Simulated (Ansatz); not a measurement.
## Relative stability

The two ends of one reaction step of Si2H8S, closed shell (PBE0-D4/def2-TZVP).

A:

Si1  (-1.590, -0.992, 0.624)
Si2  (1.330, 1.272, -0.992)
H3  (-2.707, -1.965, 0.570)
H4  (-1.990, 0.202, 1.412)
H5  (-1.240, -0.557, -0.753)
H6  (1.675, -0.126, -1.350)
S7  (0.017, -2.049, 1.551)
H8  (0.266, 1.780, -1.892)
H9  (2.536, 2.132, -1.105)
H10  (0.842, 1.307, 0.413)
H11  (0.861, -1.004, 1.523)
(Å)

B:

Si1  (-1.515, 0.225, -0.021)
Si2  (0.401, 1.283, -0.845)
H3  (-1.737, -1.083, -0.687)
H4  (-1.425, 0.029, 1.450)
H5  (-2.686, 1.103, -0.301)
H6  (2.053, -2.146, 0.323)
S7  (1.012, -2.434, 1.120)
H8  (0.272, 1.502, -2.312)
H9  (1.631, 0.484, -0.599)
H10  (0.569, 2.609, -0.189)
H11  (1.426, -1.572, 2.061)
(Å)

Ansatz 0.2.0; basis: def2-TZVPP; cores frozen in the correlated methods. B3LYP uses VWN-RPA correlation.

Task: Which structure is lower at CCSD(T), and by how much? (Judge from chemistry; the value comes from the calculation.)

Result: Computed: A, by 50.6 kJ/mol (electronic energy, against the other). By their contacts, A is a complex of SiH₄S ([SiH3][SH]) + SiH₄ and B is a complex of Si₂H₆ ([SiH3][SiH3]) + H₂S.

All methods give the same order:

```json
{"method": "SPW92", "E(B) − E(A) (kJ/mol)": "40.3"}
{"method": "PBE-D4", "E(B) − E(A) (kJ/mol)": "41.5"}
{"method": "BLYP-D4", "E(B) − E(A) (kJ/mol)": "48.5"}
{"method": "r2SCAN-D4", "E(B) − E(A) (kJ/mol)": "49.5"}
{"method": "B97M-V", "E(B) − E(A) (kJ/mol)": "46.5"}
{"method": "PBE0-D4", "E(B) − E(A) (kJ/mol)": "44.9"}
{"method": "B3LYP-D4", "E(B) − E(A) (kJ/mol)": "50.4"}
{"method": "r2SCAN0-D4", "E(B) − E(A) (kJ/mol)": "51.1"}
{"method": "BHLYP-D4", "E(B) − E(A) (kJ/mol)": "54.6"}
{"method": "CAM-B3LYP-D4", "E(B) − E(A) (kJ/mol)": "51.6"}
{"method": "wB97X-V", "E(B) − E(A) (kJ/mol)": "50.0"}
{"method": "wB97M-V", "E(B) − E(A) (kJ/mol)": "54.4"}
{"method": "B2PLYP", "E(B) − E(A) (kJ/mol)": "53.5"}
{"method": "PBE-QIDH", "E(B) − E(A) (kJ/mol)": "51.8"}
{"method": "RPA on PBE", "E(B) − E(A) (kJ/mol)": "49.8"}
{"method": "HF", "E(B) − E(A) (kJ/mol)": "60.3"}
{"method": "MP2", "E(B) − E(A) (kJ/mol)": "59.2"}
{"method": "CCSD", "E(B) − E(A) (kJ/mol)": "50.9"}
{"method": "CCSD(T)", "E(B) − E(A) (kJ/mol)": "50.6"}
```

T1 diagnostic: at most 0.012.

Labels in which every atom is bracketed show which atoms are joined, not bond orders.

For scale, one of the runs: CCSD(T)/def2-TZVPP, 238 basis functions (an equivalent command: `ansatz run in.yaml --threads 4`). Hardware: 4 CPU threads, shared host. Wall time 62 s; peak host memory 3.9 GiB.
